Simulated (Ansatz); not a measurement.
# CH3Al (singlet): the correlation ladder at distance Al1–H3 = 1.282 Å, cc-pVDZ

The task here is to estimate one member of a computed series from the others.

Program: Ansatz 0.2.0, Gaussian basis. Level of theory: cc-pVDZ, core rule «outside noble gas», up to 6 orbitals frozen. These are calculated values, not measurements.

Plan: UHF; CCSD(T) on RHF; CCSD(T) on UHF; BCCD(T) on RHF; CISD; CCSDT(Q) on RHF; CCSDT(Q) on UHF; CASSCF and MRCISD+Q, 2 electrons in 2 orbitals; CASSCF and NEVPT2, 2 electrons in 2 orbitals.

23 further runs of the same task are left out: 2 for a known fault of the program, 16 that didn't finish, 5 set aside as unsound or not needed.

## The geometry

The geometry derives from a PBE0/def2-TZVP stationary point (not a proven minimum). One bond is set to the value named and the two fragments are kept rigid.

5 atoms, charge 0, spin multiplicity 1.

Atoms are counted from 1 here; the program's logs count them from 0.

Bond lengths: Al1–C2 1.845 Å, Al1–H3 1.282 Å, Al1–H4 1.583 Å, C2–H5 1.084 Å. Angles: C2–Al1–H3 115.2°, C2–Al1–H4 115.2°, H3–Al1–H4 129.7°, Al1–C2–H5 180.0°.

The first run:

in.yaml reads:

```yaml
crystal:
  periodic: [false, false, false]
  atoms:
    - {symbol: Al, position_ang: [0.000000, 0.006530, 0.568456]}
    - {symbol: C, position_ang: [0.000000, 0.006530, -1.276591]}
    - {symbol: H, position_ang: [0.000000, 1.166817, 1.113670]}
    - {symbol: H, position_ang: [0.000000, -1.425946, 1.241570]}
    - {symbol: H, position_ang: [0.000000, 0.006530, -2.360280]}
basis:
  gaussian: {orbitals: cc-pVDZ}
magnetization: {spin_polarized: true, initial_magnetization: 0}
hamiltonian: {xc: hf}
output: {orbitals: {seedname: orbitals}}
```

Run with:

```console
ansatz run in.yaml --threads 1 --pin off --events-out ev --progress --plain --max-ram 2393MiB
```

Among the steps run: UHF; CCSD(T) on RHF; CCSD(T) on UHF; BCCD(T) on RHF; CISD; CCSDT(Q) on RHF; CCSDT(Q) on UHF; CASSCF and MRCISD+Q, 2 electrons in 2 orbitals; CASSCF and NEVPT2, 2 electrons in 2 orbitals.

One of the session's tables, all rows but one given; the rest of the session is left out.

It belongs to the step «Misses and costs». 

```
   method  from RCCSDT(Q) (kcal/mol)
      RHF                    +137.60
      UHF                    +115.84
     RMP2                     +30.90
     UMP2                     +18.88
     CISD                     +15.33
    RCCSD                      +5.12
    UCCSD                      -7.49
 RCCSD(T)                      +1.52
 UCCSD(T)                     -11.84
  BCCD(T)                      +1.50
   RCCSDT                      +0.35
   UCCSDT                          ?
RCCSDT(Q)                          0
UCCSDT(Q)                     -19.71
```

Estimate the missing values for UCCSDT.

The run gave: from RCCSDT(Q) (kcal/mol): -18.48. In the column «from RCCSDT(Q) (kcal/mol)» it lies between UCCSDT(Q) (-19.71) and UCCSD(T) (-11.84).

Left out of the table: CASSCF pair, NEVPT2 pair, MRCISD pair, MRCISD+Q pair (the active space lost an orbital or holds another state than full CI finds).

Limits of these values: The determinant is far from a pure spin state, so its energy mixes those of several spin states (harmless only where they are near-degenerate, as at dissociation). The program flags UCCSD(T), UCCSDT(Q) as in doubt, so those rows may rest on another solution; read them beside their warnings. Warnings: restricted reference is unstable; spin contamination; large T1 diagnostic. Restricted and unrestricted rows rest on different reference determinants; where their highest levels disagree by more than a few hundredths of an eV, they describe different states and don't form one ladder. Warnings in the runs' records: passed over end.
